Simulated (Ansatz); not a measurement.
A made-up structure of CH5B2, doublet:

```xyz
8
angstrom
B -0.8484 0.7690 -0.6812
C 0.7415 -1.0021 0.4702
B 0.1088 0.3735 0.4243
H -1.7595 0.0460 -0.9712
H -0.6935 1.7843 -1.2995
H 0.4847 1.1827 1.1498
H 1.7892 -1.1188 0.5814
H 0.1375 -1.8663 0.3615
```

It is relaxed with PBE-D4/def2-SVP and then PBE0-D4/def2-TZVP (Ansatz 0.2.0). Atoms count as bonded within 1.22 times the sum of their covalent radii (H–H: 0.88 Å). The end point is not checked to be a true minimum.

Task: Does its bonding change? (Judge from chemistry; the calculation decides.)

Result: The calculation gives: No: no bond forms or breaks.

Where it ends: The first stage lowers the energy by 0.67 eV in 15 steps. It ends as CH₅B₂ ([BH2][BH][CH2]):
```
8
angstrom
B -0.9455 0.8083 -0.7385
C 0.8632 -1.0227 0.4583
B 0.1265 0.2999 0.4038
H -2.1220 0.5826 -0.6322
H -0.6250 1.4719 -1.6851
H 0.3415 1.1010 1.2850
H 1.8406 -1.1305 0.9226
H 0.4812 -1.9421 0.0215
```

Labels in which every atom is bracketed show which atoms are joined, not bond orders.

For scale, one of the runs: PBE0-D4/def2-TZVP relaxation, 123 basis functions, launched by `ansatz run in.yaml --threads 2 --pin off --events-out ev --progress --plain --max-ram 4352MiB`. The run took about 25 s on 2 CPU threads of an Arm Neoverse V1 (shared host).
